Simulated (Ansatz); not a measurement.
BClH$_{2}$O (`OBCl`), relaxed with RKS PBE0-D4/def2-TZVP in Ansatz from a PBE-D4/def2-SVP geometry. The force threshold is 0.005 eV/Å; the program also tests the step.

Charge 0, multiplicity 1.

Start:

```xyz
5

O    -0.899   -0.137    0.565
B     0.030    0.239   -0.339
Cl    1.705   -0.348   -0.238
H    -0.543   -0.743    1.244
H    -0.292    0.990   -1.232
```

Problem. How much energy does the relaxation release, and in how many steps? (Best estimate.)

Solution. Ansatz gave: 0.35 kcal/mol, in 6 steps, 1 of them rejected.

Problem. Which bonds change most? (Best estimate.)

Solution. Ansatz gave: B2–H5 from 1.210 to 1.189 Å; O1–H4 from 0.977 to 0.963 Å; B2–Cl3 from 1.778 to 1.766 Å; O1–B2 from 1.350 to 1.340 Å.

Problem. Give the relaxed structure. (Best estimate.)

Solution. Ansatz gave: 
```xyz
5

O    -0.889   -0.140    0.563
B     0.026    0.239   -0.338
Cl    1.692   -0.340   -0.244
H    -0.548   -0.737    1.238
H    -0.281    0.977   -1.219
```
